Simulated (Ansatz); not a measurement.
CH4S2, SMILES CSS: the interaction energy of a dimer with the counterpoise correction, run with the Ansatz DFT code, driven from Python.

The script, `dimer_ch4s2.py`:
```python
import ansatz as az

FIRST = [
    ("C", (-0.7268, 0.5113, -0.2179)),
    ("S", (0.4188, 0.3605, 1.1121)),
    ("S", (1.867, -0.7332, 0.1878)),
    ("H", (-1.0659, -0.4083, -0.5668)),
    ("H", (-0.3265, 1.0876, -1.0875)),
    ("H", (-1.6284, 1.1513, 0.1332)),
    ("H", (1.4615, -1.9693, 0.4389)),
]
SECOND = [
    ("C", (2.1013, 0.7162, 4.0144)),
    ("S", (2.211, 2.3491, 4.6669)),
    ("S", (0.2275, 2.7757, 4.8441)),
    ("H", (1.5896, 0.675, 3.1095)),
    ("H", (1.6274, -0.013, 4.716)),
    ("H", (3.1729, 0.2941, 3.8756)),
    ("H", (-0.0339, 3.302, 3.6566)),
]

def energy(atoms, ghosts=()):
    molecule = az.Crystal.molecule()
    for symbol, xyz in atoms:
        molecule = molecule.atom(symbol, xyz)
    calc = (
        molecule.calculation()
        .basis(gaussian="cc-pVDZ")
        .functional("HF")
    )
    deck = calc.input()
    if ghosts:
        deck = deck.set(az.key.basis.gaussian.ghost_atoms, [{"symbol": s, "position_ang": list(xyz)} for s, xyz in ghosts])
    return az.Session.from_dict(deck).plan().execute().report["free_energy_ev"]

both = energy(FIRST + SECOND)
alone = energy(FIRST) + energy(SECOND)
ghosted = energy(FIRST, SECOND) + energy(SECOND, FIRST)
print(f"dimer {both:.6f} eV")
print(f"interaction, uncorrected   {96.485332 * (both - alone):8.3f} kJ/mol")
print(f"interaction, counterpoise  {96.485332 * (both - ghosted):8.3f} kJ/mol")
print(f"basis-set superposition    {96.485332 * (alone - ghosted):8.3f} kJ/mol")
```

How large is the interaction at this pose, and how much of it is basis-set superposition?

Uncorrected it is 15.152 kJ/mol, with the counterpoise correction 17.476 kJ/mol; the difference, 2.32 kJ/mol, is the superposition error. In this basis both values are repulsive.

The run itself:

Running `python dimer_ch4s2.py` prints:
```text
dimer -45456.477183 eV
interaction, uncorrected     15.152 kJ/mol
interaction, counterpoise    17.476 kJ/mol
basis-set superposition       2.324 kJ/mol
```

Total energies depend on the basis set; only differences at equal settings carry meaning. The dimer is a generated trial pose of unrelaxed monomers, not a minimum, so the figure is no binding energy, and the basis set is small. Hartree-Fock leaves correlation out, so bond, atomisation and ionisation energies come out well too low. This level lacks the dispersion part of the attraction (electrostatics and induction are there), which can decide the sign where the interaction is weak. Run time: 6.5 s on 1 thread of Intel(R) Xeon(R) 6975P-C (Granite Rapids), with other jobs on the host, peak memory 0.38 GiB.

(Lines on the test bed's own set-up are left out of the output.)
